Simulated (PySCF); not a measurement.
C₅H₇F.
SMILES: `C(=C)(CF)C=C`

Torsions of this conformer, `[CH2:1]=[CH:2][C:3](=[CH2:4])[CH2:5][F:6]`: C1–C2–C3–C4 180°, C2–C3–C5–F6 180°.

The closed-shell ground state was solved at several levels (PySCF, density fitting, gas phase, non-relativistic). Isolated species at its GFN2-xTB geometry (one conformer only).

| level | basis functions | HOMO (eV) | LUMO (eV) | gap (eV) | dipole (D) |
| --- | --- | --- | --- | --- | --- |
| wB97X-D/def2-SVPD | 179 | -8.82 | 0.71 | 9.53 | 1.65 |
| B3LYP/pcJ-1 | 232 | -6.79 | -1.18 | 5.61 | 1.59 |

(1) What might PBE0/pcSseg-1 (137 basis functions) give for the same quantities?

(2) Over all these levels, which gives the widest orbital gap and which the narrowest?

(3) How far do the dipole and the HOMO energy spread over the levels?

Answers

(1) HOMO -7.03 eV, LUMO -0.99 eV, gap 6.04 eV, dipole 1.59 D.

(2) wB97X-D/def2-SVPD (range-separated hybrid) has the widest, 9.53 eV, and B3LYP/pcJ-1 (global hybrid, 20 % exact exchange) the narrowest, 5.61 eV. Functional and basis both differ between the two, so the spread mixes both effects.

(3) The dipole runs from 1.59 to 1.65 D (mean 1.61 D) and the HOMO from -8.82 to -6.79 eV.
